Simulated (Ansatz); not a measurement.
Predict the output of the script below (Ansatz 0.2.0, Python API).

`scan.py`
```python
"""Potential curve of BH3N along one bond."""

import ansatz
from ase import Atoms
import numpy as np

atoms = Atoms(["B", "N", "H", "H", "H"], positions=[
    (-0.2411, -0.4189, -0.0968),
    (0.8957, 0.5506, -0.299),
    (-0.4351, -0.9945, 0.8756),
    (-1.0227, -0.4699, -0.9677),
    (0.853, 1.2589, 0.4464),
])
molecule = ansatz.Crystal.molecule_from_ase(atoms)

symbols = [site.symbol for site in molecule.cartesian_sites]
start = np.array([site.position_ang for site in molecule.cartesian_sites])
axis = (start[1] - start[0]) / np.linalg.norm(start[1] - start[0])
moving = [1, 4]
lengths, energies = [1.327, 1.387, 1.447, 1.508, 1.568, 1.628, 1.689, 1.779], []
for length in lengths:
    xyz = start.copy()
    xyz[moving] += (length - np.linalg.norm(start[1] - start[0])) * axis
    point = ansatz.Crystal.molecule()
    for symbol, place in zip(symbols, xyz):
        point = point.atom(symbol, place.tolist())
    calculation = (
        point.calculation()
        .basis(gaussian="cc-pVDZ")  # atom-centred Gaussian functions
        .functional("hf")
        .spin("collinear", total=1)  # two spin channels
    )
    report = calculation.run(threads=1).report
    energies.append(report["free_energy_ev"])
    print(f"r = {length:6.3f} A  E = {energies[-1]:.5f} eV  <S^2> = {abs(report['mean_field']['state']['spin_squared']):.3f}")

# quartic fit about the minimum
fit = np.polynomial.Polynomial.fit(lengths, np.array(energies) - min(energies), 4).convert()
roots = [r.real for r in fit.deriv().roots() if abs(r.imag) < 1e-9 and fit.deriv(2)(r.real) > 0]
r_e = min(roots, key=lambda r: abs(r - lengths[int(np.argmin(energies))]))
print(f"minimum of the fit at {r_e:.4f} A, force constant {fit.deriv(2)(r_e):.2f} eV/A^2")
```

Output of `python scan.py`:
```text
r =  1.327 A  E = -2199.62982 eV  <S^2> = 0.763
r =  1.387 A  E = -2199.80542 eV  <S^2> = 0.762
r =  1.447 A  E = -2199.82692 eV  <S^2> = 0.761
r =  1.508 A  E = -2199.73503 eV  <S^2> = 0.761
r =  1.568 A  E = -2199.56508 eV  <S^2> = 0.761
r =  1.628 A  E = -2199.34010 eV  <S^2> = 0.761
r =  1.689 A  E = -2199.07329 eV  <S^2> = 0.762
r =  1.779 A  E = -2198.63829 eV  <S^2> = 0.765
minimum of the fit at 1.4270 A, force constant 34.51 eV/A^2
```

Notes:
- Total energies depend on the basis set; only differences at equal settings carry meaning.
- The rest of the molecule is held rigid at a force-field or estimated start geometry, and the basis set is modest; single-reference methods fail as a bond breaks.
- The run takes the species as open-shell (spin multiplicity 2), which needn't be its ground state.
- Hartree-Fock leaves correlation out, so bond, atomisation and ionisation energies come out well too low.
- Timing: 1.7 s on 1 thread of AMD EPYC 9B14 (Zen 4), on a shared host, peak memory 0.15 GiB.
